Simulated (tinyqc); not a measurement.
UKS/LDA (PW92) in the sto-3g basis, for CH2, spin multiplicity 3, step by step. One step of it, computed by the program tinyqc.

Task: Iteration 2: building the Kohn-Sham matrix. J_ij = sum D_kl (ij|kl) with D = D(alpha) + D(beta); F = H + J + V_xc; E = tr D H + tr D J / 2 + E_xc + E_nn.

D(alpha) after iteration 1, order 1C 1s, 1C 2s, 1C 2px, 1C 2py, 1C 2pz, 2H 1s, 3H 1s:
```
[[1.057518, -0.233826, 0.000000, 0.000755, 0.067815, -0.018434, -0.017677],
 [-0.233826, 0.968288, 0.000000, -0.003591, -0.289724, 0.005305, 0.004946],
 [0.000000, 0.000000, 1.000000, 0.000000, 0.000000, 0.000000, 0.000000],
 [0.000755, -0.003591, 0.000000, 0.330371, 0.001681, 0.266347, -0.267384],
 [0.067815, -0.289724, 0.000000, 0.001681, 0.507549, 0.267375, 0.269750],
 [-0.018434, 0.005305, 0.000000, 0.266347, 0.267375, 0.386309, -0.041976],
 [-0.017677, 0.004946, 0.000000, -0.267384, 0.269750, -0.041976, 0.392073]]
```

D(beta) after iteration 1, order 1C 1s, 1C 2s, 1C 2px, 1C 2py, 1C 2pz, 2H 1s, 3H 1s:
```
[[1.038999, -0.159177, 0.000000, 0.000903, -0.019022, -0.066727, -0.067184],
 [-0.159177, 0.669027, 0.000000, -0.004084, 0.072708, 0.194607, 0.199489],
 [0.000000, 0.000000, 0.000000, 0.000000, 0.000000, 0.000000, 0.000000],
 [0.000903, -0.004084, 0.000000, 0.307213, 0.002595, 0.264979, -0.265330],
 [-0.019022, 0.072708, 0.000000, 0.002595, 0.007935, 0.023817, 0.019101],
 [-0.066727, 0.194607, 0.000000, 0.264979, 0.023817, 0.287645, -0.170413],
 [-0.067184, 0.199489, 0.000000, -0.265330, 0.019101, -0.170413, 0.286951]]
```

core Hamiltonian H = T + V (hartree), order 1C 1s, 1C 2s, 1C 2px, 1C 2py, 1C 2pz, 2H 1s, 3H 1s:
```
[[-18.472135, -4.454584, 0.000000, -0.000214, -0.011141, -0.465869, -0.443781],
 [-4.454584, -5.425211, 0.000000, -0.002224, -0.126720, -1.318180, -1.271061],
 [0.000000, 0.000000, -4.335642, 0.000000, 0.000000, 0.000000, 0.000000],
 [-0.000214, -0.002224, 0.000000, -4.414100, -0.001146, -0.972570, 0.942776],
 [-0.011141, -0.126720, 0.000000, -0.001146, -4.383178, -0.777308, -0.754380],
 [-0.465869, -1.318180, 0.000000, -0.972570, -0.777308, -2.829423, -0.261012],
 [-0.443781, -1.271061, 0.000000, 0.942776, -0.754380, -0.261012, -2.798907]]
```

Two-electron integrals (ij|kl) in chemists' order, unique and non-zero (hartree):
```
(11|11) 3.541948    (21|11) 0.576921    (21|21) 0.111888    (22|11) 0.854682
(22|21) 0.205284    (22|22) 0.624709    (31|31) 0.020296    (32|31) 0.030858
(32|32) 0.137996    (33|11) 0.852436    (33|21) 0.205335    (33|22) 0.624568
(33|33) 0.672833    (41|41) 0.020296    (42|41) 0.030858    (42|42) 0.137996
(43|43) 0.036269    (44|11) 0.852436    (44|21) 0.205335    (44|22) 0.624568
(44|33) 0.600295    (44|44) 0.672833    (51|51) 0.020296    (52|51) 0.030858
(52|52) 0.137996    (53|53) 0.036269    (54|54) 0.036269    (55|11) 0.852436
(55|21) 0.205335    (55|22) 0.624568    (55|33) 0.600295    (55|44) 0.600295
(55|55) 0.672833    (61|11) 0.059876    (61|21) 0.011550    (61|22) 0.021186
(61|33) 0.021123    (61|41) 0.000522    (61|42) 0.000988    (61|44) 0.021245
(61|51) 0.000406    (61|52) 0.000769    (61|54) 0.000095    (61|55) 0.021197
(61|61) 0.001216    (62|11) 0.174726    (62|21) 0.042682    (62|22) 0.147253
(62|33) 0.143502    (62|41) 0.003152    (62|42) 0.023813    (62|44) 0.150417
(62|51) 0.002452    (62|52) 0.018528    (62|54) 0.005381    (62|55) 0.147688
(62|61) 0.004594    (62|62) 0.050103    (63|31) 0.003904    (63|32) 0.021835
(63|43) 0.004385    (63|53) 0.003412    (63|63) 0.005400    (64|11) 0.128609
(64|21) 0.031778    (64|22) 0.116230    (64|33) 0.110625    (64|41) 0.005868
(64|42) 0.038702    (64|44) 0.124322    (64|51) 0.001529    (64|52) 0.013124
(64|54) 0.007245    (64|55) 0.113607    (64|61) 0.003540    (64|62) 0.046781
(64|64) 0.048283    (65|11) 0.100066    (65|21) 0.024725    (65|22) 0.090435
(65|33) 0.086074    (65|41) 0.001529    (65|42) 0.013124    (65|44) 0.089906
(65|51) 0.005093    (65|52) 0.032046    (65|54) 0.007367    (65|55) 0.095218
(65|61) 0.002755    (65|62) 0.036398    (65|64) 0.033365    (65|65) 0.031360
(66|11) 0.356174    (66|21) 0.088379    (66|22) 0.348565    (66|33) 0.332132
(66|41) 0.006976    (66|42) 0.073498    (66|44) 0.362533    (66|51) 0.005427
(66|52) 0.057186    (66|54) 0.023654    (66|55) 0.350536    (66|61) 0.009566
(66|62) 0.162335    (66|64) 0.166295    (66|65) 0.129388    (66|66) 0.774606
(71|11) 0.057044    (71|21) 0.011003    (71|22) 0.020181    (71|33) 0.020122
(71|41) -0.000496   (71|42) -0.000939   (71|44) 0.020237    (71|51) 0.000386
(71|52) 0.000731    (71|54) -0.000089   (71|55) 0.020192    (71|61) 0.001131
(71|62) 0.004156    (71|64) 0.002978    (71|65) 0.002501    (71|66) 0.008604
(71|71) 0.001103    (72|11) 0.168120    (72|21) 0.041075    (72|22) 0.141931
(72|33) 0.138312    (72|41) -0.003028   (72|42) -0.022985   (72|44) 0.144979
(72|51) 0.002358    (72|52) 0.017899    (72|54) -0.005191   (72|55) 0.142355
(72|61) 0.004199    (72|62) 0.033248    (72|64) 0.022839    (72|65) 0.023612
(72|66) 0.082140    (72|71) 0.004211    (72|72) 0.046836    (73|31) 0.003735
(73|32) 0.020952    (73|43) -0.004221   (73|53) 0.003287    (73|63) 0.003309
(73|73) 0.005011    (74|11) -0.124354   (74|21) -0.030729   (74|22) -0.112563
(74|33) -0.107159   (74|41) 0.005624    (74|42) 0.037262    (74|44) -0.120356
(74|51) -0.001471   (74|52) -0.012700   (74|54) 0.006990    (74|55) -0.110043
(74|61) -0.003024   (74|62) -0.022991   (74|64) -0.013177   (74|65) -0.016083
(74|66) -0.055061   (74|71) -0.003259   (74|72) -0.043924   (74|74) 0.045453
(75|11) 0.096836    (75|21) 0.023929    (75|22) 0.087655    (75|33) 0.083446
(75|41) -0.001471   (75|42) -0.012700   (75|44) 0.087150    (75|51) 0.004880
(75|52) 0.030843    (75|54) -0.007105   (75|55) 0.092266    (75|61) 0.002541
(75|62) 0.023709    (75|64) 0.016060    (75|65) 0.019793    (75|66) 0.061564
(75|71) 0.002537    (75|72) 0.034204    (75|74) -0.031493   (75|75) 0.029535
(76|11) 0.030913    (76|21) 0.007610    (76|22) 0.027990    (76|33) 0.027100
(76|41) -2.26e-06   (76|42) -0.000028   (76|44) 0.027729    (76|51) 0.000679
(76|52) 0.005838    (76|54) -0.000007   (76|55) 0.029109    (76|61) 0.000805
(76|62) 0.008848    (76|64) 0.007216    (76|65) 0.007061    (76|66) 0.027846
(76|71) 0.000767    (76|72) 0.008588    (76|74) -0.007055   (76|75) 0.006883
(76|76) 0.002081    (77|11) 0.351099    (77|21) 0.087126    (77|22) 0.344117
(77|33) 0.328092    (77|41) -0.006790   (77|42) -0.071973   (77|44) 0.357720
(77|51) 0.005288    (77|52) 0.056046    (77|54) -0.023072   (77|55) 0.346058
(77|61) 0.008905    (77|62) 0.084172    (77|64) 0.056139    (77|65) 0.062775
(77|66) 0.224886    (77|71) 0.008977    (77|72) 0.156174    (77|74) -0.160671
(77|75) 0.125117    (77|76) 0.027846    (77|77) 0.774606
```

nuclear repulsion = 4.48817653 hartree

V_xc(alpha) (hartree), order 1C 1s, 1C 2s, 1C 2px, 1C 2py, 1C 2pz, 2H 1s, 3H 1s:
```
[[-2.132915, -0.327580, 0.000000, 0.000019, 0.002788, -0.034030, -0.032421],
 [-0.327580, -0.592868, 0.000000, -0.000082, 0.004775, -0.141446, -0.136172],
 [0.000000, 0.000000, -0.603371, 0.000000, 0.000000, 0.000000, 0.000000],
 [0.000019, -0.000082, 0.000000, -0.589054, -0.000438, -0.115001, 0.111150],
 [0.002788, 0.004775, 0.000000, -0.000438, -0.587010, -0.089119, -0.086207],
 [-0.034030, -0.141446, 0.000000, -0.115001, -0.089119, -0.429213, -0.025757],
 [-0.032421, -0.136172, 0.000000, 0.111150, -0.086207, -0.025757, -0.428108]]
```

V_xc(beta) (hartree), order 1C 1s, 1C 2s, 1C 2px, 1C 2py, 1C 2pz, 2H 1s, 3H 1s:
```
[[-2.104550, -0.308165, 0.000000, 0.000041, -0.001891, -0.032253, -0.030728],
 [-0.308165, -0.493408, 0.000000, 0.000039, -0.028328, -0.127027, -0.122231],
 [0.000000, 0.000000, -0.473938, 0.000000, 0.000000, 0.000000, 0.000000],
 [0.000041, 0.000039, 0.000000, -0.524754, -0.000640, -0.107431, 0.103716],
 [-0.001891, -0.028328, 0.000000, -0.000640, -0.480049, -0.084224, -0.081316],
 [-0.032253, -0.127027, 0.000000, -0.107431, -0.084224, -0.405172, -0.023430],
 [-0.030728, -0.122231, 0.000000, 0.103716, -0.081316, -0.023430, -0.403033]]
```

E_xc = sum of w rho eps_xc = -5.57867053 hartree

Give: Coulomb J; F(alpha); F(beta); total energy of this density.

Result:

Coulomb J (hartree), order 1C 1s, 1C 2s, 1C 2px, 1C 2py, 1C 2pz, 2H 1s, 3H 1s:
```
[[11.1744, 2.1400, 0.0000, 0.0000, 0.0063, 0.2218, 0.2113],
 [2.1400, 4.9114, 0.0000, 0.0005, 0.0957, 1.1853, 1.1428],
 [0.0000, 0.0000, 4.8855, 0.0000, 0.0000, 0.0000, 0.0000],
 [0.0000, 0.0005, 0.0000, 4.9380, 0.0011, 0.9455, -0.9159],
 [0.0063, 0.0957, 0.0000, 0.0011, 4.8940, 0.7498, 0.7269],
 [0.2218, 1.1853, 0.0000, 0.9455, 0.7498, 3.0714, 0.2288],
 [0.2113, 1.1428, 0.0000, -0.9159, 0.7269, 0.2288, 3.0425]]
```

F(alpha) (hartree), order 1C 1s, 1C 2s, 1C 2px, 1C 2py, 1C 2pz, 2H 1s, 3H 1s:
```
[[-9.4306, -2.6421, 0.0000, -0.0002, -0.0020, -0.2781, -0.2649],
 [-2.6421, -1.1067, 0.0000, -0.0018, -0.0263, -0.2743, -0.2644],
 [0.0000, 0.0000, -0.0535, 0.0000, 0.0000, 0.0000, 0.0000],
 [-0.0002, -0.0018, 0.0000, -0.0652, -0.0005, -0.1421, 0.1380],
 [-0.0020, -0.0263, 0.0000, -0.0005, -0.0762, -0.1166, -0.1137],
 [-0.2781, -0.2743, 0.0000, -0.1421, -0.1166, -0.1873, -0.0579],
 [-0.2649, -0.2644, 0.0000, 0.1380, -0.1137, -0.0579, -0.1845]]
```

F(beta) (hartree), order 1C 1s, 1C 2s, 1C 2px, 1C 2py, 1C 2pz, 2H 1s, 3H 1s:
```
[[-9.4022, -2.6227, 0.0000, -0.0002, -0.0067, -0.2763, -0.2632],
 [-2.6227, -1.0072, 0.0000, -0.0017, -0.0594, -0.2599, -0.2505],
 [0.0000, 0.0000, 0.0759, 0.0000, 0.0000, 0.0000, 0.0000],
 [-0.0002, -0.0017, 0.0000, -0.0009, -0.0007, -0.1345, 0.1306],
 [-0.0067, -0.0594, 0.0000, -0.0007, 0.0308, -0.1117, -0.1088],
 [-0.2763, -0.2599, 0.0000, -0.1345, -0.1117, -0.1632, -0.0556],
 [-0.2632, -0.2505, 0.0000, 0.1306, -0.1088, -0.0556, -0.1594]]
```

total energy of this density = -38.046752 hartree
